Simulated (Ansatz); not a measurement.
**SiCP (quartet): from Hartree-Fock to the top rungs, cc-pVTZ**

One table from this session's results is given with a row withheld; the runs are named, their logs left out.

The runs use Ansatz 0.2.0, Gaussian basis; cc-pVTZ, core rule «outside noble gas», up to 11 orbitals frozen.

To be run: UHF; CCSD(T) on ROHF; CCSD(T) on UHF; BCCD(T) on ROHF; CCSDT(Q) on ROHF; CCSDT(Q) on UHF; CASSCF and NEVPT2, 13 electrons in 12 orbitals.

5 further runs of the same task are left out: 5 set aside as unsound or not needed.

## The system

The geometry is a PBE0/def2-TZVP stationary point (not a proven minimum) of the parent state, kept for this charge and spin.

3 atoms, charge 0, spin multiplicity 4.

Atoms are counted from 1 here; the program's logs count them from 0.

Bond lengths: P1–C2 1.580 Å, C2–Si3 1.754 Å. Angles: P1–C2–Si3 180.0°.

The first run:

in.yaml reads:

```yaml
crystal:
  periodic: [false, false, false]
  atoms:
    - {symbol: P, position_ang: [0.000000, 0.000000, -1.637933]}
    - {symbol: C, position_ang: [0.000000, 0.000000, -0.058233]}
    - {symbol: Si, position_ang: [0.000000, 0.000000, 1.696167]}
basis:
  gaussian: {orbitals: cc-pVTZ}
magnetization: {spin_polarized: true, initial_magnetization: 3}
hamiltonian: {xc: hf}
output: {orbitals: {seedname: orbitals}}
```

The run is started by

```
$ ansatz run in.yaml --threads 1 --pin off --events-out ev --progress --plain --max-ram 4096MiB --backend cpu
```

Steps of the session up to this table: UHF; CCSD(T) on ROHF; CCSD(T) on UHF; BCCD(T) on ROHF; CCSDT(Q) on ROHF; CCSDT(Q) on UHF; CASSCF and NEVPT2, 13 electrons in 12 orbitals.

One of the session's tables, all rows but one given; the rest of the session is left out.

It belongs to the step «Misses and costs». 

```
        method  from RCCSDT(Q) (kcal/mol)
          ROHF                    +252.10
           UHF                          ?
          RMP2                     +31.95
          UMP2                     +50.39
         RCCSD                     +20.39
         UCCSD                     +19.35
      RCCSD(T)                      +3.20
      UCCSD(T)                      +3.95
       BCCD(T)                      +2.83
        RCCSDT                      +2.16
        UCCSDT                      +1.74
     RCCSDT(Q)                          0
     UCCSDT(Q)                      -0.24
CASSCF valence                    +164.39
NEVPT2 valence                     +38.03
```

**Question.** Estimate the row for UHF.

The run gave: from RCCSDT(Q) (kcal/mol): +235.87. In the column «from RCCSDT(Q) (kcal/mol)» it lies between CASSCF valence (+164.39) and ROHF (+252.10).

Limits of these values: The determinant is far from a pure spin state, so its energy mixes those of several spin states (harmless only where they are near-degenerate, as at dissociation). Warnings: spin contamination; large T1 diagnostic. Restricted and unrestricted rows rest on different reference determinants; where their highest levels disagree by more than a few hundredths of an eV, they describe different states and don't form one ladder.
